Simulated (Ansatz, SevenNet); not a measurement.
Elastic constant C12 (GPa) along a series of related solids, from the machine-learned potential SevenNet-0 (trained on PBE and PBE+U data); the machine-learned potential SevenNet-l3i5 (trained on PBE and PBE+U data); PBEsol (PAW; Ansatz, a first-principles code).

```
solid   SevenNet-0  SevenNet-l3i5  PBEsol  measured
------  ----------  -------------  ------  --------
hcp Sc        43.5           33.6    38.9         –
hcp Ti         101            111    89.4        87
bcc Fe        84.2           85.9     177       138
hcp Co        60.3           64.4     194      165‡
fcc Ni         192            183     184       151
fcc Cu         126            141     147       125
hcp Zn        86.5           73.8    48.2      34.8
```

PBEsol less measured, from the printed values: hcp Ti +2.8 %, bcc Fe +28 %, hcp Co +17.6 %, fcc Ni +22 %, fcc Cu +17.6 %, hcp Zn +39 %.

Members of the series are missing where a level wasn't run or failed, where a doubt is noted on the run or the magnetic state, for phases of high temperature or layered ones, and where values are held back for tests.

Ansatz's runs of these crystals have no spin polarisation, but for bcc Fe, hcp Co, fcc Ni.

Density-functional runs with spin start from parallel moments for bcc Fe, parallel moments for hcp Co, parallel moments for fcc Ni.

Each level is taken at its own relaxed cell. Ansatz's density-functional and Hartree–Fock values are scalar-relativistic unless marked +SOC, with PAW data made under PBE.

Measured values are for low temperature or corrected to a static lattice; ‡ marks uncorrected values at room or unstated temperature. References as tabulated in Ferrari et al. (2019), arXiv:1905.01197; Sha and Cohen (2006), arXiv:cond-mat/0612308; Steinle-Neumann et al. (1999), arXiv:cond-mat/9904431; Li et al. (2021), arXiv:2102.01972 and others.

Machine-learned potentials (SevenNet-0, SevenNet-l3i5) are trained on DFT data: a solid inside that data is no test of them.
